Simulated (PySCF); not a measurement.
Molecule: SMILES SCCC1CC1, C₅H₁₀S.

Geometry (Å), atoms numbered from 1 in this order:
```xyz
16

S     2.312    0.296    1.109
C     1.744   -0.873   -0.167
C     0.241   -1.110   -0.215
C    -0.567    0.091   -0.639
C    -2.031    0.158   -0.322
C    -1.075    1.076    0.378
H     1.708    1.391    0.603
H     2.269   -1.809    0.077
H     2.123   -0.546   -1.148
H    -0.104   -1.454    0.774
H     0.051   -1.938   -0.921
H    -0.271    0.512   -1.608
H    -2.707    0.580   -1.070
H    -2.460   -0.668    0.254
H    -0.843    0.876    1.427
H    -1.088    2.137    0.115
```

Geometry PBE0-D3(BJ)/def2-SVP throughout; GIAO in PySCF, gas phase, one conformer, non-relativistic; equivalent atoms averaged; basis pcSseg-1.

For orientation, LC-wPBE gives these absolute shieldings σ: S1 605.4, C3 152.2, C5/C6 182.6, H8/H9 29.10, H7 29.24, H10/H11 30.11, H13/H16 30.84, H14/H15 31.02, H12 31.14 ppm.

A run gave: S1 526.2, C3 132.2, C5/C6 165.1, H8/H9 29.22, H7 29.93, H10/H11 30.25, H13/H16 31.13, H14/H15 31.25, H12 31.34 ppm (absolute shieldings σ).

Which functional was used in that run?
A. B97-2
B. BHandHLYP
C. WP04
D. B97-D
E. HF

Results:

C. S1 tells them apart best: WP04 gives 526.2, B97-2 gives 586.7, HF gives 630.1, B97-D gives 559.2, BHandHLYP gives 587.5 ppm.
